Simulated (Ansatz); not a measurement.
CH$_{5}$BSi (`B1C[SiH2]1`). Total charge 0; spin multiplicity 1.

Cartesian coordinates in Å:
```
B -0.878 0.079 -0.781
C 0.049 0.967 -0.034
Si 0.140 -1.018 0.393
H -1.242 0.079 -1.911
H 0.006 1.125 1.047
H 0.656 1.733 -0.512
H 0.061 -1.022 1.871
H 1.208 -1.943 -0.072
```

Task: Give the diagnostics of a CCSD(T)/def2-TZVPP run (frozen core, the Gaussian-basis code of Ansatz). (Best estimate.)

Result: The calculation gave: T1 = 0.0138, largest single amplitude 0.017, largest double 0.049, (T) share of the correlation energy 4.3 %, 10 CCSD cycles. The RHF solution is stable towards an unrestricted one. T1 lies under the customary mark of 0.02 for closed shells.
